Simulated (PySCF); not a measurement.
N₂, SMILES N#N.

Coordinates come from a B3LYP-D3(BJ)/def2-TZVPD optimisation.

Computed with TDDFT-ωB97X/def2-TZVPD in PySCF 2.14.0.

Vertical excitations; the highest root listed may be one member of a degenerate set. Isolated molecule, no solvent. State labels are in the subgroup D2h.

Computed excitation energies, oscillator strengths and character:
```json
[
 {"state": "S1", "symmetry": "Au", "energy (eV)": "9.45", "λ (nm)": "131", "f": "0.000", "main pairs": "HOMO−1→LUMO+1 50 %, HOMO−2→LUMO 50 %"},
 {"state": "S2", "symmetry": "B3g", "energy (eV)": "9.56", "λ (nm)": "130", "f": "0.000", "main pairs": "HOMO→LUMO+1 (degenerate set)"},
 {"state": "S3", "symmetry": "B2g", "energy (eV)": "9.56", "λ (nm)": "130", "f": "0.000", "main pairs": "HOMO→LUMO (degenerate set)"},
 {"state": "S4", "symmetry": "Au", "energy (eV)": "9.96", "λ (nm)": "124", "f": "0.000", "main pairs": "HOMO−2→LUMO, HOMO−1→LUMO+1 (degenerate set)"},
 {"state": "S5", "symmetry": "B1u", "energy (eV)": "9.96", "λ (nm)": "124", "f": "0.000", "main pairs": "HOMO−1→LUMO, HOMO−2→LUMO+1 (degenerate set)"},
 {"state": "S6", "symmetry": "Ag", "energy (eV)": "13.33", "λ (nm)": "93", "f": "0.000", "main pairs": "HOMO→LUMO+2 98 %"},
 {"state": "S7", "symmetry": "B1u", "energy (eV)": "13.73", "λ (nm)": "90", "f": "0.633", "main pairs": "HOMO→LUMO+3 65 %, HOMO−3→LUMO+2 11 %, HOMO−2→LUMO+1 11 %, HOMO−1→LUMO 11 %"},
 {"state": "S8", "symmetry": "B2u", "energy (eV)": "13.79", "λ (nm)": "90", "f": "0.163", "main pairs": "HOMO−2→LUMO+2 (degenerate set)"},
 {"state": "S9", "symmetry": "B3u", "energy (eV)": "13.79", "λ (nm)": "90", "f": "0.163", "main pairs": "HOMO−1→LUMO+2 (degenerate set)"},
 {"state": "S10", "symmetry": "B2u", "energy (eV)": "14.11", "λ (nm)": "88", "f": "0.082", "main pairs": "HOMO−3→LUMO+1 94 %"},
 {"state": "T1", "symmetry": "B1u", "energy (eV)": "7.80", "λ (nm)": "159", "f": "0", "main pairs": "HOMO−2→LUMO+1 49 %, HOMO−1→LUMO 49 %"},
 {"state": "T2", "symmetry": "B3g", "energy (eV)": "8.08", "λ (nm)": "153", "f": "0", "main pairs": "HOMO→LUMO+1 (degenerate set)"},
 {"state": "T3", "symmetry": "B2g", "energy (eV)": "8.08", "λ (nm)": "153", "f": "0", "main pairs": "HOMO→LUMO (degenerate set)"},
 {"state": "T4", "symmetry": "Au", "energy (eV)": "8.58", "λ (nm)": "144", "f": "0", "main pairs": "HOMO−1→LUMO+1 49 %, HOMO−2→LUMO 49 %"}
]
```
Triplets are in the Tamm–Dancoff approximation, which puts them higher than full response would, so one can lie above its singlet here.
